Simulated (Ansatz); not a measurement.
Results of B3LYP (VWN-RPA form) in Ansatz (PAW) for 2H MoTe2.

Run with plane-wave cutoff 460 eV, 9×9×2 k mesh (along the axes of the cell as run), Fermi–Dirac smearing 0.01 eV, no spin polarisation, scalar-relativistic PAW data made under PBE.

Cell (measured lattice):

```xyz
6
Lattice="-1.7590 -3.0467 0.0000 -1.7590 3.0467 0.0000 0.0000 0.0000 -13.9740" Properties=species:S:1:pos:R:3 pbc="T T T"
Te    -1.7590     1.0156   -12.2831
Te    -1.7590    -1.0156    -5.2961
Te    -1.7590    -1.0156    -1.6909
Te    -1.7590     1.0156    -8.6779
Mo    -1.7590     1.0156    -3.4935
Mo    -1.7590    -1.0156   -10.4805
```

Problem. What does this level give for the band gap, smallest direct gap on the k points sampled and direct gap at Γ?

Solution. 
* **band gap**: 1.58 eV
* **smallest direct gap on the k points sampled**: 1.87 eV
* **direct gap at Γ**: 3.87 eV

Measured, for comparison: band gap 1.06 ± 0.01 eV (4 K, zero-point motion not removed, indirect, absorption from ellipsometry, single crystal; as tabulated in Gulo et al. (2023), doi:10.1103/physrevmaterials.7.044001).

Note: cell and atoms aren't relaxed at this level (largest force component 0.03 eV/Å, pressure 5.3 GPa).

Spin–orbit coupling is not included; with these elements it can move the gap by several tenths of an eV or more.

The computed numbers hold no vibrational or temperature effects.

Cost on a shared machine: very roughly 16 core-minutes.

Ansatz is a quantum-chemistry and plane-wave program.
